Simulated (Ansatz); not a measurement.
**BH₃S + NH₃: a complex and its separated parts**

The complex below is one end of an elementary step. How strongly is it bound against its free parts?

Method: PBE0-D4/def2-TZVP structures, single points in def2-TZVPP, no counterpoise correction; program: Ansatz 0.2.0, Gaussian basis.

Levels: SPW92, PBE-D4, BLYP-D4, r2SCAN-D4, B97M-V, PBE0-D4, B3LYP-D4, r2SCAN0-D4, BHLYP-D4, CAM-B3LYP-D4, wB97X-V, wB97M-V, B2PLYP, PBE-QIDH, RPA on PBE, Hartree-Fock, MP2, CCSD, CCSD(T).

Cores are frozen in the correlated methods. B3LYP uses VWN-RPA correlation. B2PLYP carries no dispersion term here.

79 further runs of the same task are left out: 1 that didn't finish, 78 set aside as unsound or not needed.

### Step 1. Starting geometry

The complex: 9 atoms, charge 0, spin multiplicity 1.

Atoms are counted from 1 here; the program's logs count them from 0.

Bond lengths: B1–S2 1.890 Å, B1–H3 1.207 Å, B1–H4 1.206 Å, B1–N6 1.640 Å, S2–H7 1.343 Å, H5–N6 1.016 Å, N6–H8 1.017 Å, N6–H9 1.016 Å. Angles: S2–B1–H3 109.0°, S2–B1–H4 114.6°, S2–B1–N6 107.0°, H3–B1–H4 114.6°, H3–B1–N6 105.0°, H4–B1–N6 105.8°, B1–S2–H7 99.1°, B1–N6–H5 109.4°, B1–N6–H8 111.8°, B1–N6–H9 110.6°, H5–N6–H8 109.0°, H5–N6–H9 107.3°, H8–N6–H9 108.6°.

As a file:

| atom | x (Å) | y (Å) | z (Å) |
| --- | --- | --- | --- |
| B1 | -0.4508 | 0.0608 | -0.5843 |
| S2 | 1.1634 | 0.5079 | -1.4603 |
| H3 | -0.9621 | -0.8726 | -1.1542 |
| H4 | -1.1887 | 0.9938 | -0.3860 |
| H5 | 0.6273 | -1.2661 | 0.7972 |
| N6 | -0.0499 | -0.5147 | 0.8982 |
| H7 | 1.3359 | 1.7450 | -0.9671 |
| H8 | -0.8620 | -0.8663 | 1.3992 |
| H9 | 0.3869 | 0.2122 | 1.4573 |

Its parts: BH₃S holds atoms 1, 2, 3, 4, 7; NH₃ holds atoms 5, 6, 8, 9. Each part counts its atoms afresh in its own runs.

### Step 2. Relaxing BH₃S alone

Input file relax-a/in.yaml:

```yaml
crystal:
  periodic: [false, false, false]
  atoms:
    - {symbol: B, position_ang: [-0.450752, 0.060815, -0.584329]}
    - {symbol: S, position_ang: [1.163388, 0.507911, -1.460320]}
    - {symbol: H, position_ang: [-0.962148, -0.872590, -1.154157]}
    - {symbol: H, position_ang: [-1.188715, 0.993811, -0.385959]}
    - {symbol: H, position_ang: [1.335921, 1.745005, -0.967135]}
basis:
  gaussian: {orbitals: def2-TZVP}
hamiltonian: {xc: pbe0, dispersion: d4}
relax: {f_tol: 0.005, max_steps: 200}
```

The run is started by

```console
> ansatz run in.yaml --threads 2 --pin off --events-out ev --progress --plain --max-ram 4352MiB
```

Output (excerpt; [...] marks lines left out):

```text
Functional definition: PBE0
  name "PBE0"
  cite "Adamo & Barone, J. Chem. Phys. 110, 6158 (1999) doi:10.1063/1.478522"
  cite "Perdew, Burke & Ernzerhof, Phys. Rev. Lett. 77, 3865 (1996) doi:10.1103/PhysRevLett.77.3865"
  parent pbe
[...]
572 factors; their error is unknown
[...]
mean field -11555.77449853 eV, -424.6668800358 hartree, gradient 1.1e-5 eV, S^2 0.000000; 0 other end points of the search recorded, 0 dependent functions left out
[...]
reference -11555.77452398 eV, -424.6668809710 hartree; 12, 12 occupied and 74, 74 virtual orbitals, 572 factors
[...]
reference -11556.50501931 eV, -424.6937261792 hartree; 12, 12 occupied and 74, 74 virtual orbitals, 572 factors
Total energy: -11556.55209004 eV, -424.6954559966 hartree
Atom 0 at    -0.495117     0.160794    -0.844263 Å, force     0.000653    -0.000025    -0.000269 eV/Å
Atom 1 at     1.156731     0.467189    -1.384311 Å, force     0.000106     0.000607     0.000195 eV/Å
Atom 2 at    -0.924671    -0.925414    -1.080242 Å, force    -0.000572     0.000469     0.000396 eV/Å
Atom 3 at    -1.129207     0.995754    -0.280720 Å, force    -0.000008    -0.000594    -0.000214 eV/Å
Atom 4 at     1.289958     1.736629    -0.962364 Å, force    -0.000180    -0.000456    -0.000109 eV/Å
Dipole moment:     0.040571     0.182339     0.052113 e Å
```

It took 7 s on 2 threads of Arm Neoverse V1, shared host.

Step by step: (the energy doesn't fall at every step)

```
step  energy from step 1 (eV)  largest force component (eV/Å)
   1                   0.0000                          3.6382
   2                  -0.5972                          1.2166
   3                  -0.6870                          0.7188
   4                  -0.7198                          0.4216
   5                  -0.7289                          0.2360
   6                  -0.7272                          0.0979
   7                  -0.7307                          0.0083
   8                  -0.7307                          0.0007
```

Close pairs (by a distance rule), those that changed most:

```
 bond  before (Å)  after (Å)  change (Å)
B1–S2       1.890      1.765      -0.125
B1–H4       1.206      1.190      -0.016
B1–H3       1.207      1.192      -0.016
S2–H5       1.343      1.344      +0.001
```

### Step 3. Relaxing NH₃ alone

Input file relax-b/in.yaml:

```yaml
crystal:
  periodic: [false, false, false]
  atoms:
    - {symbol: H, position_ang: [0.627269, -1.266075, 0.797241]}
    - {symbol: N, position_ang: [-0.049862, -0.514720, 0.898164]}
    - {symbol: H, position_ang: [-0.862039, -0.866307, 1.399243]}
    - {symbol: H, position_ang: [0.386941, 0.212150, 1.457350]}
basis:
  gaussian: {orbitals: def2-TZVP}
hamiltonian: {xc: pbe0, dispersion: d4}
relax: {f_tol: 0.005, max_steps: 200}
```

The run is started by

```console
> ansatz run in.yaml --threads 2 --pin off --events-out ev --progress --plain --max-ram 4352MiB
```

Output (excerpt; [...] marks lines left out):

```text
[... 5 set-up lines as earlier in the session ...]
[...]
287 factors; their error is unknown
[...]
mean field -1537.79432087 eV, -56.5128989374 hartree, gradient 4.0e-6 eV, S^2 0.000000; 0 other end points of the search recorded, 0 dependent functions left out
[...]
Total energy: -1537.80844299 eV, -56.5134179160 hartree
Atom 0 at     0.616963    -1.266150     0.804796 Å, force     0.002155    -0.001997     0.000411 eV/Å
Atom 1 at    -0.049682    -0.508426     0.885835 Å, force    -0.001999     0.001391    -0.004139 eV/Å
Atom 2 at    -0.845006    -0.865908     1.400436 Å, force    -0.001727    -0.000960     0.001663 eV/Å
Atom 3 at     0.380033     0.205531     1.460931 Å, force     0.001570     0.001566     0.002065 eV/Å
Dipole moment:     0.094198    -0.125538     0.315586 e Å
```

Wall time 1.2 s (2 threads of Arm Neoverse V1, shared host).

Relaxation path:

```csv
step,energy from step 1 (eV),largest force component (eV/Å)
1,0.0000,0.2988
2,-0.0043,0.0679
3,-0.0050,0.0254
4,-0.0050,0.0041
```

Close pairs (by a distance rule), those that changed most:

| bond | before (Å) | after (Å) | change (Å) |
| --- | --- | --- | --- |
| N2–H3 | 1.017 | 1.012 | -0.005 |
| H1–N2 | 1.016 | 1.012 | -0.004 |
| N2–H4 | 1.016 | 1.012 | -0.003 |

### Step 4. SPW92/def2-TZVPP

Input file parta/in.yaml:

```yaml
crystal:
  periodic: [false, false, false]
  atoms:
    - {symbol: B, position_ang: [-0.495117, 0.160794, -0.844263]}
    - {symbol: S, position_ang: [1.156731, 0.467189, -1.384311]}
    - {symbol: H, position_ang: [-0.924671, -0.925414, -1.080242]}
    - {symbol: H, position_ang: [-1.129207, 0.995754, -0.280720]}
    - {symbol: H, position_ang: [1.289958, 1.736629, -0.962364]}
basis:
  gaussian: {orbitals: def2-TZVPP}
hamiltonian: {xc: lda}
```

Input file partb/in.yaml:

```yaml
crystal:
  periodic: [false, false, false]
  atoms:
    - {symbol: H, position_ang: [0.616963, -1.266150, 0.804796]}
    - {symbol: N, position_ang: [-0.049682, -0.508426, 0.885835]}
    - {symbol: H, position_ang: [-0.845006, -0.865908, 1.400436]}
    - {symbol: H, position_ang: [0.380033, 0.205531, 1.460931]}
basis:
  gaussian: {orbitals: def2-TZVPP}
hamiltonian: {xc: lda}
```

The same command starts each run, in its folder.

The run is started by

```console
> ansatz run in.yaml --threads 2 --pin off --events-out ev --progress --plain --max-ram 4352MiB
```

Output in parta (excerpt; [...] marks lines left out):

```text
Functional definition: SPW92
  name "SPW92"
  cite "Dirac, Proc. Camb. Phil. Soc. 26, 376 (1930) doi:10.1017/S0305004100016108"
  cite "Slater, Phys. Rev. 81, 385 (1951) doi:10.1103/PhysRev.81.385"
  cite "Perdew & Wang, Phys. Rev. B 45, 13244 (1992) doi:10.1103/PhysRevB.45.13244"
[...]
630 factors; their error is unknown
[...]
mean field -11515.39843844 eV, -423.1830871951 hartree, gradient 5.2e-5 eV, S^2 0.000000; 0 other end points of the search recorded, 0 dependent functions left out
reference -11515.39847020 eV, -423.1830883624 hartree; 12, 12 occupied and 103, 103 virtual orbitals, 630 factors
Total energy: -11515.39847020 eV, -423.1830883624 hartree
```

Output in partb (excerpt; [...] marks lines left out):

```text
[... 5 set-up lines as earlier in the session ...]
[...]
332 factors; their error is unknown
[...]
mean field -1526.58930635 eV, -56.1011222490 hartree, gradient 8.6e-5 eV, S^2 0.000000; 0 other end points of the search recorded, 0 dependent functions left out
reference -1526.58932576 eV, -56.1011229621 hartree; 5, 5 occupied and 68, 68 virtual orbitals, 332 factors
Total energy: -1526.58932576 eV, -56.1011229621 hartree
```

Times: 0.45 s (parta), 0.2 s (partb) on 2 threads of Arm Neoverse V1, shared host.

### Step 5. PBE-D4/def2-TZVPP

The same edit goes into each in.yaml of step 4 (parta, partb):

```diff
-hamiltonian: {xc: lda}
+hamiltonian: {xc: pbe, dispersion: d4}
```

The same command starts each run, in its folder.

The run is started by

```console
> ansatz run in.yaml --threads 2 --pin off --events-out ev --progress --plain --max-ram 4352MiB
```

Log of parta (excerpt; [...] marks lines left out):

```text
Functional definition: PBE
  name "PBE"
[... 2 set-up lines as earlier in the session ...]
[...]
630 factors; their error is unknown
[...]
mean field -11555.37668764 eV, -424.6522607552 hartree, gradient 2.7e-5 eV, S^2 0.000000; 0 other end points of the search recorded, 0 dependent functions left out
reference -11555.37672128 eV, -424.6522619915 hartree; 12, 12 occupied and 103, 103 virtual orbitals, 630 factors
Total energy: -11555.43391498 eV, -424.6543638212 hartree
```

Log of partb (excerpt; [...] marks lines left out):

```text
[... 4 set-up lines as earlier in the session ...]
[...]
332 factors; their error is unknown
[...]
mean field -1537.73142604 eV, -56.5105875950 hartree, gradient 5.8e-5 eV, S^2 0.000000; 0 other end points of the search recorded, 0 dependent functions left out
reference -1537.73144639 eV, -56.5105883429 hartree; 5, 5 occupied and 68, 68 virtual orbitals, 332 factors
Total energy: -1537.74282346 eV, -56.5110064427 hartree
```

Times: 0.75 s (parta), 0.3 s (partb) on 2 threads of Arm Neoverse V1, shared host.

### Step 6. BLYP-D4/def2-TZVPP

The same edit goes into each in.yaml of step 5 (parta, partb):

```diff
-hamiltonian: {xc: pbe, dispersion: d4}
+hamiltonian: {xc: {name: BLYP}, dispersion: d4}
```

One command serves all of them, each in its own folder.

The run is started by

```console
> ansatz run in.yaml --threads 2 --pin off --events-out ev --progress --plain --max-ram 4352MiB
```

parta printed (excerpt; [...] marks lines left out):

```text
Functional definition: BLYP
  name "BLYP"
  cite "Becke, Phys. Rev. A 38, 3098 (1988) doi:10.1103/PhysRevA.38.3098"
  cite "Lee, Yang & Parr, Phys. Rev. B 37, 785 (1988) doi:10.1103/PhysRevB.37.785"
[...]
630 factors; their error is unknown
[...]
mean field -11560.88456549 eV, -424.8546715328 hartree, gradient 8.7e-5 eV, S^2 0.000000; 0 other end points of the search recorded, 0 dependent functions left out
reference -11560.88484638 eV, -424.8546818553 hartree; 12, 12 occupied and 103, 103 virtual orbitals, 630 factors
Total energy: -11561.01627265 eV, -424.8595116817 hartree
```

Log of partb (excerpt; [...] marks lines left out):

```text
[... 4 set-up lines as earlier in the session ...]
[...]
332 factors; their error is unknown
[...]
mean field -1539.10782297 eV, -56.5611692495 hartree, gradient 5.5e-5 eV, S^2 0.000000; 0 other end points of the search recorded, 0 dependent functions left out
reference -1539.10800856 eV, -56.5611760696 hartree; 5, 5 occupied and 68, 68 virtual orbitals, 332 factors
Total energy: -1539.13545579 eV, -56.5621847369 hartree
```

Wall times: 0.7 s (parta), 0.3 s (partb) on 2 threads of Arm Neoverse V1, shared host.

### Step 7. r2SCAN-D4/def2-TZVPP

The same edit goes into each in.yaml of step 6 (parta, partb):

```diff
-hamiltonian: {xc: {name: BLYP}, dispersion: d4}
+hamiltonian: {xc: r2scan, dispersion: d4}
```

Each run has its own folder and the same command.

The run is started by

```console
> ansatz run in.yaml --threads 2 --pin off --events-out ev --progress --plain --max-ram 4352MiB
```

parta printed (excerpt; [...] marks lines left out):

```text
Functional definition: r2SCAN
  name "r2SCAN"
  cite "Furness, Kaplan, Ning, Perdew & Sun, J. Phys. Chem. Lett. 11, 8208 (2020) doi:10.1021/acs.jpclett.0c02405"
  cite "Furness, Kaplan, Ning, Perdew & Sun, J. Phys. Chem. Lett. 11, 9248 (2020) doi:10.1021/acs.jpclett.0c03077"
  parent r2scan
[...]
630 factors; their error is unknown
[...]
mean field -11560.10812570 eV, -424.8261378966 hartree, gradient 7.5e-5 eV, S^2 0.000000; 0 other end points of the search recorded, 0 dependent functions left out
reference -11560.10813603 eV, -424.8261382763 hartree; 12, 12 occupied and 103, 103 virtual orbitals, 630 factors
Total energy: -11560.12066183 eV, -424.8265985909 hartree
```

partb printed (excerpt; [...] marks lines left out):

```text
[... 5 set-up lines as earlier in the session ...]
[...]
332 factors; their error is unknown
[...]
mean field -1538.76467333 eV, -56.5485587328 hartree, gradient 3.0e-5 eV, S^2 0.000000; 0 other end points of the search recorded, 0 dependent functions left out
reference -1538.76467979 eV, -56.5485589700 hartree; 5, 5 occupied and 68, 68 virtual orbitals, 332 factors
Total energy: -1538.76739253 eV, -56.5486586614 hartree
```

They took 1.6 s (parta), 0.7 s (partb) on 2 threads of Arm Neoverse V1, shared host.

### Step 8. B97M-V/def2-TZVPP

The same edit goes into each in.yaml of step 7 (parta, partb):

```diff
-hamiltonian: {xc: r2scan, dispersion: d4}
+hamiltonian: {xc: {name: B97M-V}}
```

One command serves all of them, each in its own folder.

The run is started by

```console
> ansatz run in.yaml --threads 2 --pin off --events-out ev --progress --plain --max-ram 4352MiB
```

parta printed (excerpt; [...] marks lines left out):

```text
Functional definition: B97M-V
  name "B97M-V"
  cite "Mardirossian & Head-Gordon, J. Chem. Phys. 142, 074111 (2015) doi:10.1063/1.4907719"
  cite "Becke, J. Chem. Phys. 107, 8554 (1997) doi:10.1063/1.475007"
  cite "Vydrov & Van Voorhis, J. Chem. Phys. 133, 244103 (2010) doi:10.1063/1.3521275"
  # Of w^i u^j: cxij and so on, Table III.
[...]
  gx(w, u) = cx00 + cx01*u + cx02*u^2 + (cx10 + cx11*u)*w
[...]
  gos(w, u) = cos00 + cos01*u + cos03*u^3 + cos10*w + cos32*w^3*u^2
[...]
      + integral(e_c_pw_mod_opposite_spin*gos(b97_w_opposite, b97_u_opposite)) + vv10(b, c)
630 factors; their error is unknown
[...]
mean field -11558.95446412 eV, -424.7837416158 hartree, gradient 2.8e-5 eV, S^2 0.000000; 0 other end points of the search recorded, 0 dependent functions left out
reference -11558.95451503 eV, -424.7837434868 hartree; 12, 12 occupied and 103, 103 virtual orbitals, 630 factors
Total energy: -11558.95451503 eV, -424.7837434868 hartree
```

Output in partb (excerpt; [...] marks lines left out):

```text
[... 5 set-up lines as earlier in the session ...]
  # Of w^i u^j: cxij and so on, Table III.
[...]
  gx(w, u) = cx00 + cx01*u + cx02*u^2 + (cx10 + cx11*u)*w
[...]
  gos(w, u) = cos00 + cos01*u + cos03*u^3 + cos10*w + cos32*w^3*u^2
[...]
      + integral(e_c_pw_mod_opposite_spin*gos(b97_w_opposite, b97_u_opposite)) + vv10(b, c)
332 factors; their error is unknown
[...]
mean field -1539.38742760 eV, -56.5714445299 hartree, gradient 4.5e-5 eV, S^2 0.000000; 0 other end points of the search recorded, 0 dependent functions left out
reference -1539.38746042 eV, -56.5714457360 hartree; 5, 5 occupied and 68, 68 virtual orbitals, 332 factors
Total energy: -1539.38746042 eV, -56.5714457360 hartree
```

Wall times: 3 s (parta), 1.1 s (partb) on 2 threads of Arm Neoverse V1, shared host.

### Step 9. PBE0-D4/def2-TZVPP

The same edit goes into each in.yaml of step 8 (parta, partb):

```diff
-hamiltonian: {xc: {name: B97M-V}}
+hamiltonian: {xc: pbe0, dispersion: d4}
+output: {orbitals: {seedname: orbitals}}
```

Each run has its own folder and the same command.

The run is started by

```console
> ansatz run in.yaml --threads 2 --pin off --events-out ev --progress --plain --max-ram 4352MiB
```

Output in parta (excerpt; [...] marks lines left out):

```text
[... 5 set-up lines as earlier in the session ...]
[...]
661 factors; their error is unknown
[...]
mean field -11556.53032804 eV, -424.6946562578 hartree, gradient 5.8e-5 eV, S^2 0.000000; 0 other end points of the search recorded, 0 dependent functions left out
reference -11556.53035318 eV, -424.6946571817 hartree; 12, 12 occupied and 103, 103 virtual orbitals, 661 factors
Total energy: -11556.57742391 eV, -424.6963869992 hartree
```

Output in partb (excerpt; [...] marks lines left out):

```text
[... 5 set-up lines as earlier in the session ...]
[...]
332 factors; their error is unknown
[...]
mean field -1537.87183895 eV, -56.5157476746 hartree, gradient 7.0e-6 eV, S^2 0.000000; 0 other end points of the search recorded, 0 dependent functions left out
reference -1537.87185487 eV, -56.5157482595 hartree; 5, 5 occupied and 68, 68 virtual orbitals, 332 factors
Total energy: -1537.88096994 eV, -56.5160832322 hartree
```

Wall times: 0.75 s (parta), 0.3 s (partb) on 2 threads of Arm Neoverse V1, shared host.

### Step 10. B3LYP-D4/def2-TZVPP

The same edit goes into each in.yaml of step 9 (parta, partb):

```diff
-hamiltonian: {xc: pbe0, dispersion: d4}
-output: {orbitals: {seedname: orbitals}}
+hamiltonian: {xc: {name: B3LYP}, dispersion: d4}
```

Each run has its own folder and the same command.

The run is started by

```console
> ansatz run in.yaml --threads 2 --pin off --events-out ev --progress --plain --max-ram 4352MiB
```

Output in parta (excerpt; [...] marks lines left out):

```text
Functional definition: B3LYP
  name "B3LYP"
  cite "Stephens, Devlin, Chabalowski & Frisch, J. Phys. Chem. 98, 11623 (1994) doi:10.1021/j100096a001"
[... 2 set-up lines as earlier in the session ...]
  cite "Vosko, Wilk & Nusair, Can. J. Phys. 58, 1200 (1980) doi:10.1139/p80-159"
[...]
642 factors; their error is unknown
[...]
mean field -11562.18919842 eV, -424.9026159086 hartree, gradient 3.3e-5 eV, S^2 0.000000; 0 other end points of the search recorded, 0 dependent functions left out
reference -11562.18940689 eV, -424.9026235697 hartree; 12, 12 occupied and 103, 103 virtual orbitals, 642 factors
Total energy: -11562.28312221 eV, -424.9060675443 hartree
```

Log of partb (excerpt; [...] marks lines left out):

```text
[... 6 set-up lines as earlier in the session ...]
[...]
332 factors; their error is unknown
[...]
mean field -1539.85469190 eV, -56.5886161765 hartree, gradient 2.1e-5 eV, S^2 0.000000; 0 other end points of the search recorded, 0 dependent functions left out
reference -1539.85483154 eV, -56.5886213078 hartree; 5, 5 occupied and 68, 68 virtual orbitals, 332 factors
Total energy: -1539.87289100 eV, -56.5892849808 hartree
```

They took 0.85 s (parta), 0.3 s (partb) on 2 threads of Arm Neoverse V1, shared host.

### Step 11. r2SCAN0-D4/def2-TZVPP

Each input of step 10 (parta, partb) changes in the same lines:

```diff
-hamiltonian: {xc: {name: B3LYP}, dispersion: d4}
+hamiltonian: {xc: {name: r2SCAN0}, dispersion: d4}
```

One command serves all of them, each in its own folder.

The run is started by

```console
> ansatz run in.yaml --threads 2 --pin off --events-out ev --progress --plain --max-ram 4352MiB
```

Output in parta (excerpt; [...] marks lines left out):

```text
Functional definition: r2SCAN0
  name "r2SCAN0"
  cite "Bursch, Neugebauer, Ehlert & Grimme, J. Chem. Phys. 156, 134105 (2022) doi:10.1063/5.0086040"
[... 3 set-up lines as earlier in the session ...]
[...]
661 factors; their error is unknown
[...]
mean field -11559.97882931 eV, -424.8213863420 hartree, gradient 2.9e-5 eV, S^2 0.000000; 0 other end points of the search recorded, 0 dependent functions left out
reference -11559.97883750 eV, -424.8213866429 hartree; 12, 12 occupied and 103, 103 virtual orbitals, 661 factors
Total energy: -11559.99365365 eV, -424.8219311265 hartree
```

Output in partb (excerpt; [...] marks lines left out):

```text
[... 6 set-up lines as earlier in the session ...]
[...]
332 factors; their error is unknown
[...]
mean field -1538.56929058 eV, -56.5413785492 hartree, gradient 4.3e-5 eV, S^2 0.000000; 0 other end points of the search recorded, 0 dependent functions left out
reference -1538.56929567 eV, -56.5413787361 hartree; 5, 5 occupied and 68, 68 virtual orbitals, 332 factors
Total energy: -1538.57229676 eV, -56.5414890240 hartree
```

Times: 1.8 s (parta), 0.7 s (partb) on 2 threads of Arm Neoverse V1, shared host.

### Step 12. BHLYP-D4/def2-TZVPP

The same edit goes into each in.yaml of step 11 (parta, partb):

```diff
-hamiltonian: {xc: {name: r2SCAN0}, dispersion: d4}
+hamiltonian: {xc: {name: BHLYP}, dispersion: d4}
```

One command serves all of them, each in its own folder.

The run is started by

```console
> ansatz run in.yaml --threads 2 --pin off --events-out ev --progress --plain --max-ram 4352MiB
```

Output in parta (excerpt; [...] marks lines left out):

```text
Functional definition: BHLYP
  name "BHLYP"
  cite "Becke, J. Chem. Phys. 98, 1372 (1993) doi:10.1063/1.464304"
[... 2 set-up lines as earlier in the session ...]
[...]
721 factors; their error is unknown
[...]
mean field -11561.03142012 eV, -424.8600683409 hartree, gradient 8.0e-5 eV, S^2 0.000000; 0 other end points of the search recorded, 0 dependent functions left out
reference -11561.03156105 eV, -424.8600735200 hartree; 12, 12 occupied and 103, 103 virtual orbitals, 721 factors
Total energy: -11561.10133807 eV, -424.8626377780 hartree
```

partb printed (excerpt; [...] marks lines left out):

```text
[... 5 set-up lines as earlier in the session ...]
[...]
346 factors; their error is unknown
[...]
mean field -1538.73572698 eV, -56.5474949739 hartree, gradient 7.6e-5 eV, S^2 0.000000; 0 other end points of the search recorded, 0 dependent functions left out
reference -1538.73582364 eV, -56.5474985261 hartree; 5, 5 occupied and 68, 68 virtual orbitals, 346 factors
Total energy: -1538.74652300 eV, -56.5478917205 hartree
```

Times: 0.9 s (parta), 0.3 s (partb) on 2 threads of Arm Neoverse V1, shared host.

(Part 1 of 2 ends here.)
